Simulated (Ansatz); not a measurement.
# Worked example: building the atomization energy of SiH₂, triplet

Measured: the G2/97 heats of formation, with zero-point and thermal terms from B3LYP taken off, give an electronic atomization energy of 130.7 kcal/mol (Curtiss et al., J. Chem. Phys. 106, 1063 (1997); Staroverov et al., J. Chem. Phys. 119, 12129 (2003)). The calculation below tries to reproduce it.

Geometry (MP2(full)/6-31G*, from the G2/97 set):

```xyz
3

Si    0.0000    0.0000    0.0508
H     0.0000    1.2719   -0.7081
H     0.0000   -1.2719   -0.7081
```

Atomization energies (atoms less molecule, kcal/mol) from Ansatz 0.2.0, frozen cores, unrestricted molecule, unrestricted atoms (their steps beyond CCSDT(Q) from restricted open-shell runs), sets cc-pV(D+d)Z, cc-pV(T+d)Z, cc-pV(Q+d)Z:

```csv
level,DZ,TZ,QZ
HF,104.18,106.08,106.66
CCSD(T),123.23,129.97,132.36
CCSDT,123.34,129.99,132.41
CCSDT(Q),123.34,130.00,132.42
CCSDTQ,123.34,–,–
```

Problem. Extrapolate Hartree–Fock with exp(−5.46 √X) and the CCSD(T) correlation part with X⁻³ (X = 3, 4), add each higher step from the largest set that has it, and compare with the measured value.

Solution. Hartree–Fock: 106.66 + (106.66 − 106.08) × 0.301 = 106.83.
Correlation: TZ 23.89, QZ 25.70; (64 × 25.70 − 27 × 23.89) / 37 = 27.02.
Full triples (QZ): 132.41 − 132.36 = 0.05.
(Q) (QZ): 132.42 − 132.41 = 0.01.
Full quadruples (DZ): 123.34 − 123.34 = 0.00.
Sum: 133.9 kcal/mol, 3.2 above the measured 130.7.

The steps beyond CCSD(T) add 0.06 kcal/mol, while going from QZ to the limit adds 1.49. Core correlation, scalar relativity, spin–orbit terms and the relaxation from this MP2 geometry are missing from the sum, and the measured value has its own uncertainty. A sum this far over the measured value points to relativity and spin–orbit coupling, which lower it, and to the tabulated heats of formation.
